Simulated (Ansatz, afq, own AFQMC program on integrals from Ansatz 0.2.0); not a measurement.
## Atomization energy of BH, singlet

| atom | x (Å) | y (Å) | z (Å) |
| --- | --- | --- | --- |
| B | 0.0000 | 0.0000 | 0.0000 |
| H | 0.0000 | 0.0000 | 1.2410 |

Atoms in their ground-state spins without spin–orbit coupling (mostly on UHF) minus the molecule (RHF), without zero-point energy. The geometry is a stationary point, not shown to be a minimum.

Basis cc-pVTZ. Only valence electrons are correlated. AFQMC by an in-house program on the Cholesky factors that Ansatz 0.2.0 writes for its CCSD(T) run. ph-AFQMC/CISD is guided by a CISD state made of CCSD amplitudes; releasing the constraint for a short imaginary time cuts its bias at the price of noise, slowly where states lie close. Uncertainties: one standard error, sampling alone. The errors of all members are added in quadrature.

Full CI on the same integrals is exact in this basis and with this determinant's frozen core.

The best estimate is CCSD(T) at the basis-set limit (CBS: def2-TZVPP and def2-QZVPP, with their diffuse functions for anions and beside diffuse sets, CCSD(T) itself extrapolated) plus the step from CCSD(T) to full CI in cc-pVTZ. Rows without CBS are in cc-pVTZ; B2PLYP and the wave-function rows carry a basis error of their own. Core correlation and relativity beyond core potentials are missing, and ± holds the sampling alone.

Cautions: BH (singlet): restricted determinant unstable towards unrestricted (UHF 176 meV lower, ⟨S²⟩ 0.48).

Best estimate: 3.679 eV.

```tsv
level	atomization energy (eV)	error against the best estimate (eV)
HF	2.666	-1.014
MP2	3.467	-0.212
CCSD	3.591	-0.088
CCSD(T)	3.611	-0.069
ph-AFQMC/CISD	3.611 ± 0.002	-0.069 ± 0.002
released AFQMC	3.613 ± 0.001	-0.066 ± 0.001
FCI	3.614	-0.066
HF/CBS	2.674	-1.005
MP2/CBS	3.555	-0.125
CCSD(T)/CBS	3.677	-0.003
B3LYP	3.632	-0.047
wB97M-V	3.699	0.020
```

Correlation beyond CCSD(T) adds 0.003 eV. Going to the basis-set limit adds 0.066 eV at CCSD(T). The perturbative (T) step is worth +0.020 eV.

Best estimates are given only where the step beyond CCSD(T) is under 0.3 eV and no member's determinant is very poor (T1 over 0.05, or 0.07 for open shells, ⟨S²⟩ too high by 0.3, two states mixed), so the hardest cases are missing from such tables.

The functionals ran in a triple-zeta set and keep a basis error of their own, a few kJ/mol for each bond in atomization energies and more for double hybrids, so close places among them and the extrapolated levels can swap.

Each member of a difference takes its own highest rung, so a best estimate needn't equal the limit plus the step of one row. A walk keeps the symmetry of its determinant, which the program's search chose and which needn't be the lowest solution, so a lower state of the same spin and another symmetry isn't excluded. Released energies are given only where the last usable release times agree within the noise; a slower fall can still hide under it.
